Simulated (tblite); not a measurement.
Compound: ethylamine, C2H7N.
Z-matrix (Å and degrees, GFN2-xTB geometry), rows numbered from 1:
```
C 
C   1  1.5316
N   2  1.4520  1  114.77
H   1  1.0869  2  110.41  3  -179.97
H   1  1.0892  2  110.45  3    60.03
H   1  1.0891  2  110.47  3   -59.94
H   2  1.0936  1  109.51  3  -120.87
H   2  1.0936  1  109.59  3   120.83
H   3  1.0151  2  110.04  1    59.14
H   3  1.0151  2  110.09  1   -59.12
```

Calculated harmonic vibrations of the isolated species, GFN2-xTB (tblite), most abundant isotopes, no scaling. Against measured fundamentals such values can be off by several per cent, at times by over 20. One conformer, not necessarily the lowest.

Harmonic wavenumbers (cm⁻¹): 223.6, 313.6, 397.8, 817.5, 936.6, 948.5, 980.6, 1077.6, 1151.0, 1229.8, 1321.7, 1324.7, 1407.2, 1485.5, 1500.3, 1502.9, 1577.4, 2957.3, 2967.5, 3017.9, 3022.3, 3040.2, 3380.5, 3409.7.

A = 31850, B = 8888, C = 7930 MHz; mass 45.058 u (most abundant isotopes); point group Cs, symmetry number 1.

Problem. What is the zero-point energy?

Solution. Half the sum of the wavenumbers: 19996 cm⁻¹ = 239.20 kJ/mol.

Problem. Give the ideal-gas entropy at 350 K and 1 bar in the rigid-rotor, harmonic-oscillator model (classical rotation).

Solution. Translation 159.68, rotation 96.08, vibration 27.33: S = 283.1 J/(mol K).

Problem. And Cp and H(350 K) − H(0)?

Solution. Cp = 76.98 J/(mol K), of which vibrations give 43.72 (their classical limit is 24 R = 199.5); H(350 K) − H(0) = 17.74 kJ/mol without the zero-point energy, 6.10 from vibrations.

Problem. Which modes carry the vibrational entropy at 350 K?

Solution. 223.6 cm⁻¹: 9.30; 313.6 cm⁻¹: 6.76; 397.8 cm⁻¹: 5.09; 817.5 cm⁻¹: 1.30; 936.6 cm⁻¹: 0.87; 948.5 cm⁻¹: 0.84 J/(mol K); the other 18 give 3.16 together.

Problem. What must be added to the electronic energy to get the Gibbs energy at 350 K and 1 bar?

Solution. ZPE + [H(350 K) − H(0)] − T·S = 239.20 + 17.74 − 99.08 = 157.86 kJ/mol.

Problem. How do the functions run with temperature in this model?

Solution. 
| T (K) | S (J/(mol K)) | Cp (J/(mol K)) | H − H(0) (kJ/mol) | G − H(0) (kJ/mol) | ln q(vib) |
| --- | --- | --- | --- | --- | --- |
| 100 | 216.2 | 39.8 | 3.49 | -18.13 | 0.06 |
| 200 | 247.9 | 52.6 | 8.13 | -41.44 | 0.40 |
| 300 | 271.9 | 68.0 | 14.12 | -67.46 | 0.90 |
| 500 | 315.1 | 103.4 | 31.31 | -126.23 | 2.18 |
| 800 | 372.9 | 142.8 | 68.66 | -229.63 | 4.45 |
| 1000 | 406.8 | 161.2 | 99.15 | -307.66 | 6.04 |

q(vib) and H(0) count from the zero-point level.

Hindered rotation and anharmonicity are outside this model. Other conformers, if any are populated, would add a mixing term that is left out.
